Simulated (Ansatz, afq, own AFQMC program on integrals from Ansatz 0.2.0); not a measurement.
AFQMC on a folder of integrals that Ansatz 0.2.0 wrote.

```yaml
crystal:
  periodic: [false, false, false]
  atoms:
    - {symbol: C, position_ang: [0.000000, 0.000000, 0.044733]}
    - {symbol: C, position_ang: [0.000000, 0.000000, -1.155483]}
    - {symbol: H, position_ang: [0.000000, 0.000000, 1.110750]}
basis:
  gaussian: {orbitals: 6-31G}
magnetization: {spin_polarized: true, initial_magnetization: 1}
correlation: {method: ccsd_t, electrons: outside_noble_gas, hamiltonian_folder: ham}
```

```sh
$ ansatz run in.yaml --threads 1 --pin off --events-out ev --progress --plain --max-ram 16896MiB --backend cuda --devices 0, --max-vram 18GiB
```

afq runs on the folder ham with

```
--method phaseless --trial hf --walkers 4000 --populations 20 --least-time 40 --time-step 0.005 --steps-per-block 20 --equilibration-blocks 112 --max-blocks 4000 --target-error 0.0009000 --factor-cut 1e-05 --start spin_pure --seed 6097 --taylor-order 6
```

Times are imaginary, in 1/Eh. The walk had a cap of 49 s. With eight or more populations the least sampling time is a fifth of least-time, and the error comes from their spread.

Output of the walk:

```
orbitals 18  electrons 5 4  factors 111 of 286
reference energy -76.12694379 Eh
CCSD correlation -0.16665963 Eh in 12 cycles, weight of the determinant in the CISD state 0.8137
energy of the start -76.142640 Eh
 block  time / (1/Eh)  mean weight  energy / Eh
     1     0.100  1.0004  -76.174169
     2     0.200  1.0008  -76.196984
     3     0.300  1.0009  -76.218402
     4     0.400  1.0007  -76.232642
     5     0.500  1.0012  -76.246744
     7     0.700  1.0005  -76.262854
     9     0.900  1.0008  -76.276635
    11     1.100  1.0003  -76.284331
    21     2.100  1.0000  -76.297264
    31     3.100  0.9999  -76.304174
    41     4.100  1.0000  -76.301948
    51     5.100  1.0001  -76.299173
    61     6.100  0.9998  -76.303464
    71     7.100  1.0001  -76.302569
    81     8.100  0.9999  -76.299487
    91     9.100  1.0001  -76.300222
   101    10.100  0.9999  -76.296172
   111    11.100  0.9998  -76.297647
   116    11.600  1.0000  -76.310018
   121    12.100  0.9997  -76.299851
   131    13.100  1.0000  -76.302161
   141    14.100  1.0000  -76.297414
   151    15.100  0.9997  -76.297103
   161    16.100  0.9997  -76.300332
   171    17.100  0.9997  -76.300539
   176    17.600  1.0001  -76.293696
   181    18.100  1.0001  -76.296617
   191    19.100  0.9999  -76.301062
   201    20.100  1.0002  -76.299276
   211    21.100  1.0000  -76.299929
error from the spread of 20 populations
energy -76.299775 +/- 0.000856 Eh
(rows thinned)
```

The run passed its tests (sampling time, drift between the halves within three errors, error under three times the target), which doesn't prove that it has relaxed.

Against this walk (error 23.3 meV) on the same determinant: CCSD(T) 32.3 meV higher (within the noise), CCSDT(Q) 19.5 meV lower (within the noise), CCSDTQ 23.2 meV lower (within the noise), full CI 26.2 meV lower (within the noise), a separate phaseless walk with a CISD trial and standard settings 8.7 ± 23.8 meV lower (within the noise). The error is statistical and leaves out the bias of the constraint. The determinant has ⟨S²⟩ = 1.20, so the low cluster orders mix in higher spin, while the walk starts as a pure doublet. The determinant is a poor start (see the cautions), so the low cluster orders aren't to be relied on, and full CI is the sure value.

Cautions: constraint bias not in the error; strong correlation (T1 0.068, weight of the determinant 0.81, largest double 0.12); unrestricted determinant spin contaminated (⟨S²⟩ 1.20 against 0.75).

The walk took 31 s on 1 × NVIDIA H100 80GB HBM3 with 2 threads of AMD EPYC 7R13 Processor (Zen 3) (shared host) (the card was shared). The log's last line is the phaseless energy.

CCSDT and higher add their correlation energy to the determinant of the CCSD(T) run, since their own runs factorise the integrals more tightly (a shift of under 2 meV). A walk keeps the symmetry of its determinant, which the program's search chose and which needn't be the lowest solution, so a lower state of the same spin and another symmetry isn't excluded.
